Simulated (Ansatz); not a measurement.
A nudged elastic band was laid between two geometries of CHNaS (4 atoms, charge 0, multiplicity 1).

The calculation used RKS LDA/def2-SVP in Ansatz.

```yaml
movable_images: 7
climbing_image: yes
spring: 5.0 eV/Å²
optimiser: quadratic models (default)
start_path: through a guess of the saddle point
force_threshold: 0.05 eV/Å
iteration_limit: 60
end_points: relaxed
```

First end point:

```xyz
4
Properties=species:S:1:pos:R:3
Na 1.217 -0.139 1.490
C -0.185 -0.378 -0.236
S -0.188 1.290 -0.200
H -0.844 -0.773 -1.054
```

Last end point:

```xyz
4
Properties=species:S:1:pos:R:3
Na 1.613 0.009 1.980
C 0.236 -0.519 0.277
S -0.510 0.590 -0.612
H -1.339 -0.081 -1.645
```

(1) Which bonds break or form, and what moves?

(2) Give the energies along the band, and the barrier.

(3) What is the geometry of the highest image?

Answers

(1) Bonds broken: C2–H4. Bonds formed: S3–H4.

(2) The run converged. The highest image is number 5 of 0 to 8, 323.9 kJ/mol above the first end and 124.0 kJ/mol above the last; the last end lies 200.0 kJ/mol above the first. Neighbouring images differ by up to 1.5 eV, so the band resolves the path poorly. A vibrational analysis at the climbing image gives one clearly imaginary mode, 1550i cm⁻¹: a first-order saddle point. The orbitals stay closed-shell, which can raise the energy where a bond breaks towards radicals; this wasn't checked here.

| image | path coordinate (Å) | energy (kJ/mol) | C2–H4 (Å) | S3–H4 (Å) |
| --- | --- | --- | --- | --- |
| 0 | 0.00 | 0.0 | 1.12 | 2.33 |
| 1 | 0.31 | 7.8 | 1.12 | 2.32 |
| 2 | 0.61 | 28.8 | 1.12 | 2.19 |
| 3 | 0.92 | 100.7 | 1.14 | 1.91 |
| 4 | 1.22 | 240.9 | 1.32 | 1.61 |
| 5 | 1.53 | 323.9 | 1.65 | 1.40 |
| 6 | 1.88 | 258.4 | 2.05 | 1.37 |
| 7 | 2.23 | 204.4 | 2.44 | 1.46 |
| 8 | 2.58 | 200.0 | 2.52 | 1.49 |

(3) 
```xyz
4
Properties=species:S:1:pos:R:3:forces:R:3
Na 1.547 -0.268 1.892 0.00 0.00 0.00
C 0.073 -0.355 0.081 0.01 0.00 0.01
S -0.653 0.961 -0.779 0.00 0.00 0.00
H -0.967 -0.337 -1.195 0.00 0.00 0.00
```

Run time: 56 s on 1 CPU thread of a shared host.
